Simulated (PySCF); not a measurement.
Bond stretch in SMILES FB(F)F (BF₃). The B1–F4 bond (B1 also carries F, F; F4 carries nothing else) is stretched with both fragments frozen at the PBE0/def2-TZVP optimised geometry.

Computed with PySCF with CCSD(T) on UHF/cc-pVDZ, 4 core orbitals frozen.

Problem. Relative to R = 1.34 Å, what are the energies at R = 0.98, 2.91, 3.18, 3.56 Å?

Solution. 224.5 mEh at 0.98 Å, 251.5 mEh at 2.91 Å, 257.3 mEh at 3.18 Å, 259.9 mEh at 3.56 Å.

The unrestricted determinant behind UCCSD(T) is spin-contaminated at 2.14 to 4.56 Å (<S²> up to 1.0, against 0.00 for a pure singlet).
